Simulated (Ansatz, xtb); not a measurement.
**C3H5ClF2: 8 structures ranked**

8 gas-phase structures of C3H5ClF2, found in a search over its isomers (lower ones may exist). Each was relaxed with GFN2-xTB; where two conformers were screened, the lower at r2SCAN-D4/def2-SVP is listed:

A. `CC(F)(F)CCl`, a singlet
B. `C[C@](F)(Cl)CF`, a singlet
C. `CCC(F)(F)Cl`, a singlet
D. `FC(F)CCCl`, a singlet
E. `C[C@H](Cl)C(F)F`, a singlet
F. `C[C@H](F)[C@H](F)Cl`, a singlet
G. `FCC[C@H](F)Cl`, a singlet
H. `C[C@@H](F)[C@H](F)Cl`, a singlet

**Question.** Make a reasoned guess at their ranking by r2SCAN-D4/def2-SVP single-point energy.

**Answer.** Calculated order at r2SCAN-D4/def2-SVP: C (0.0), A (1.6), E (4.9), D (6.4), B (10.1), F (11.6), H (12.4), G (15.1) kcal/mol. Less than 1 kcal/mol parts F and H, so the order within that pair means little. CCSD(T)/def2-SVP + ΔMP2/def2-TZVPP after further relaxation puts A lowest instead.

Energies above the lowest of each column, in kcal/mol; the last columns are at PBE0-D3(BJ)/def2-SVP geometries and were run for some of them only (a dash: not run or not comparable):

```
structure  GFN2-xTB  HF/STO-3G  r2SCAN-D4/def2-SVP  PBE0-D3(BJ)/def2-SVP  CCSD(T)/def2-SVP + ΔMP2/def2-TZVPP
        C       0.0        0.0                 0.0                   0.0                                 1.4
        A       0.9        5.0                 1.6                   1.1                                 0.0
        E       2.5        7.8                 4.9                   4.2                                   –
        D       2.6        7.2                 6.4                     –                                   –
        B       3.8       10.8                10.1                     –                                   –
        F       6.5       12.1                11.6                     –                                   –
        H       6.3       13.1                12.4                     –                                   –
        G       5.8       13.4                15.1                     –                                   –
```

CCSD(T)/def2-SVP + ΔMP2/def2-TZVPP puts A lowest of those it was run on; GFN2-xTB picks C, HF/STO-3G picks C, r2SCAN-D4/def2-SVP picks C, PBE0-D3(BJ)/def2-SVP picks C. CCSD(T)/def2-SVP + ΔMP2/def2-TZVPP orders those it was run on as A (0.0), C (1.4) kcal/mol. Flexible structures stand in one conformer each, not always the lowest. Frequencies (PBE0-D3(BJ)/def2-SVP) were run for A, C alone. ΔMP2 is the change of the MP2 energy from the smaller to the larger basis.

Over these structures GFN2-xTB departs from r2SCAN-D4/def2-SVP by 2.5 kcal/mol on average once a common shift is removed. A GFN2-xTB relaxation took about 0.048 s and the r2SCAN-D4/def2-SVP energy about 2.3 s on a shared host (Ansatz 0.2.0, xtb 6.7.1).
